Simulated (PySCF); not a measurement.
Published values to compare with (the computed states carry no symmetry labels, so the two lists aren't matched line by line):

| state | E (eV) | f | kind of transition | source |
| --- | --- | --- | --- | --- |
| 3B1(n→3s) | 7.20 |  | band maximum or as reported | [1] |
| 3B1(n→3s) | 7.25 |  | vertical absorption | [2] |
| 1B1(n→3s) | 7.41 |  | band maximum or as reported | [1] |
| 1B1(n→3s) | 7.62 | 0.054 | vertical absorption | [2] |
| 3A2(n→3p) | 8.90 |  | band maximum or as reported | [1] |
| 1A2(n→3p) | 9.20 |  | band maximum or as reported | [1] |
| 3A2(n→3p) | 9.24 |  | vertical absorption | [2] |
| 1A2(n→3p) | 9.41 |  | vertical absorption | [2] |
| 3A1(n→3s) | 9.46 |  | band maximum or as reported | [1] |
| 3A1(n→3s) | 9.54 |  | vertical absorption | [2] |
| 1A1(n→3s) | 9.67 |  | band maximum or as reported | [1] |
| 1A1(n→3s) | 9.99 | 0.100 | vertical absorption | [2] |

[1] measured, gas; Loos, Scemama, Blondel, Garniron, Caffarel, Jacquemin (2018), arXiv:1807.02045, literature column
[2] computed, theoretical best estimate (aug-cc-pVTZ, frozen core, CC3 geometry), gas; Veril, Scemama, Caffarel, Lipparini, Boggio-Pasqua, Jacquemin, Loos, WIREs Comput. Mol. Sci. 2021, 11, e1517 (QUESTDB)

Species: H2O.
Structure used (PBE0-D3(BJ)/def2-TZVP), in Å, numbered top down from 1:
```
atom  x, y, z in Å
O1     0.0057    0.3774    0.0021
H2    -0.7614   -0.1989   -0.0134
H3     0.7617   -0.2135   -0.0079
```

Level of theory: TDDFT CAM-B3LYP/aug-cc-pVTZ, vertical, gas phase, core orbitals frozen in the response (PySCF 2.14.0, density-fitted response routines). Isolated species at its PBE0-D3(BJ)/def2-TZVP geometry, gas phase.

Computed singlets: 7.12 eV (f 0.048); 8.68 eV (f 0.000); 9.24 eV (f 0.083); 10.06 eV (f 0.001); 10.73 eV (f 0.000); 10.79 eV (f 0.000); 10.79 eV (f 0.011); 11.04 eV (f 0.000); 11.92 eV (f 0.000); 12.29 eV (f 0.017). Computed triplets (Tamm–Dancoff): 6.74, 8.55, 8.79, 9.96 eV.

Q: How does the lowest computed singlet compare with the best estimate listed for the lowest singlet (vertical absorption)?

A: 7.12 eV against 7.62 eV for 1B1(n→3s) [2]: a difference of -0.50 eV. Geometry and basis of the two calculations needn't be the same.

Q: How does the lowest computed triplet compare with the best estimate listed for the lowest triplet (vertical absorption)?

A: 6.74 eV against 7.25 eV for 3B1(n→3s) [2]: a difference of -0.51 eV. Geometry and basis of the two calculations needn't be the same.

A measured band maximum holds vibronic effects and, in solution, solvent shifts, so it needn't equal the vertical energy.
